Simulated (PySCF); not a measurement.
Homolysis of single bonds, series Al F-Br. Gas-phase values, no solvent. Strings in code marks are SMILES.

The dipole moment from two functionals at the same geometries (PBE0-D3(BJ)/def2-TZVP), both in PySCF: PBE-D3(BJ)/def2-TZVP and B3LYP-D3(BJ)/def2-TZVP. B3LYP has the VWN-RPA correlation part, as in Gaussian. 

```tsv
species	PBE-D3(BJ)/def2-TZVP (D)	B3LYP-D3(BJ)/def2-TZVP (D)
whole molecule (`[F][Al]([F])[F]`)	0.00	0.00
radical fragment (`[Al]([F])[F]`)	1.68	1.87
whole molecule (`[F][Al]([F])[Br]`)	0.68	0.68
radical fragment (`[Br][Al][F]`)	1.46	1.65
```

Over these rows, drawn at random from the members with no instability flagged (it was tested for open shells, ions and some series alone), PBE minus B3LYP-D3(BJ): mean -0.10 D, from -0.19 D to 0.00 D.
